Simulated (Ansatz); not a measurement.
# CH2LiS radical (SMILES [Li][CH]S): single points off equilibrium

A test off equilibrium: a structure displaced at random from a GFN2-xTB minimum is computed at several levels, and each is set against CCSD(T).

Program: Ansatz 0.2.0, Gaussian basis. Level of theory: single points in def2-TZVPP. These are calculated values, not measurements.

Cores are frozen in the correlated methods. The outer core shell of Li, Na, Mg and K is correlated. Orbitals are unrestricted. B3LYP uses VWN-RPA correlation.

### 1 Starting geometry

SMILES `[Li][CH]S`, 5 atoms, charge 0, spin multiplicity 2.

Atoms are counted from 1 here; the program's logs count them from 0.

Bond lengths: Li1–C2 2.029 Å, C2–S3 1.695 Å, C2–H4 1.039 Å, S3–H5 1.385 Å. Angles: Li1–C2–S3 108.2°, Li1–C2–H4 138.7°, S3–C2–H4 112.2°, C2–S3–H5 103.4°.

As a file:

```
Li   -1.79010   -1.46090   -0.36380
C    -0.28120   -0.31170    0.35730
S     0.30270    0.64960   -0.91060
H     0.31650   -0.25070    1.20440
H     1.35050    1.34380   -0.32950
```

### 2 CCSD(T)/def2-TZVPP

run/in.yaml

```yaml
crystal:
  periodic: [false, false, false]
  atoms:
    - {symbol: Li, position_ang: [-1.790100, -1.460900, -0.363800]}
    - {symbol: C, position_ang: [-0.281200, -0.311700, 0.357300]}
    - {symbol: S, position_ang: [0.302700, 0.649600, -0.910600]}
    - {symbol: H, position_ang: [0.316500, -0.250700, 1.204400]}
    - {symbol: H, position_ang: [1.350500, 1.343800, -0.329500]}
basis:
  gaussian: {orbitals: def2-TZVPP}
magnetization: {spin_polarized: true, initial_magnetization: 1}
correlation: {method: ccsd_t}
scf: {omitted_lower_state_checks: [cluster_reference]}
output: {forces: true}
```

The command line of these runs was not kept.

### 3 PBE0-D4/def2-TZVPP

run/in.yaml, as its differences from that of step 2:

```diff
@@ -11,4 +11,3 @@
 magnetization: {spin_polarized: true, initial_magnetization: 1}
-correlation: {method: ccsd_t}
-scf: {omitted_lower_state_checks: [cluster_reference]}
-output: {forces: true}
+hamiltonian: {xc: pbe0, dispersion: d4}
+output: {forces: true, orbitals: {seedname: orbitals}}
```

### 4 wB97M-V/def2-TZVPP

run/in.yaml, as its differences from that of step 3:

```diff
@@ -11,3 +11,3 @@
 magnetization: {spin_polarized: true, initial_magnetization: 1}
-hamiltonian: {xc: pbe0, dispersion: d4}
-output: {forces: true, orbitals: {seedname: orbitals}}
+hamiltonian: {xc: {name: wB97M-V}}
+output: {forces: true}
```

### 5 r2SCAN-D4/def2-TZVPP

run/in.yaml, as its differences from that of step 4:

```diff
@@ -11,3 +11,3 @@
 magnetization: {spin_polarized: true, initial_magnetization: 1}
-hamiltonian: {xc: {name: wB97M-V}}
+hamiltonian: {xc: r2scan, dispersion: d4}
 output: {forces: true}
```

### 6 PBE-D4/def2-TZVPP

run/in.yaml, as its differences from that of step 5:

```diff
@@ -11,3 +11,3 @@
 magnetization: {spin_polarized: true, initial_magnetization: 1}
-hamiltonian: {xc: r2scan, dispersion: d4}
+hamiltonian: {xc: pbe, dispersion: d4}
 output: {forces: true}
```

### 7 LC-wPBE/def2-TZVPP

run/in.yaml, as its differences from that of step 6:

```diff
@@ -11,3 +11,3 @@
 magnetization: {spin_polarized: true, initial_magnetization: 1}
-hamiltonian: {xc: pbe, dispersion: d4}
+hamiltonian: {xc: {name: LC-wPBE}}
 output: {forces: true}
```

### 8 B3LYP-D4/def2-TZVPP

run/in.yaml, as its differences from that of step 7:

```diff
@@ -11,3 +11,3 @@
 magnetization: {spin_polarized: true, initial_magnetization: 1}
-hamiltonian: {xc: {name: LC-wPBE}}
+hamiltonian: {xc: {name: B3LYP}, dispersion: d4}
 output: {forces: true}
```

(Steps that only read results are left out.)

**Question.** What will these runs give? Wanted: energy less free atoms, CCSD(T)/def2-TZVPP; RMS force component; RMS force error; HOMO and LUMO, PBE0-D4; T1 diagnostic.

**Answer**, as computed:

| quantity | value |
| --- | --- |
| energy less free atoms, CCSD(T)/def2-TZVPP | -1291.6 kJ/mol |
| RMS force component | 0.957 to 1.008 eV/Å over the methods |
| RMS force error | PBE0-D4 0.172, wB97M-V 0.117, r2SCAN-D4 0.136, PBE-D4 0.244, LC-wPBE 0.192, B3LYP-D4 0.114 eV/Å |
| HOMO and LUMO, PBE0-D4 | -3.50 and -1.21 eV |
| T1 diagnostic | 0.020 |

Against CCSD(T) the functionals' energies less atoms differ by -95.2 to -37.8 kJ/mol, PBE-D4 by -95.2 kJ/mol. CCSD(T) in triple zeta still lacks some correlation energy of the bonds, so part of these gaps is its own basis error and they don't rank the functionals. On forces the order runs from B3LYP-D4 to PBE-D4. Frozen-core CCSD(T) forces in triple zeta carry basis errors of their own, and this is one geometry, so small gaps rank nothing.
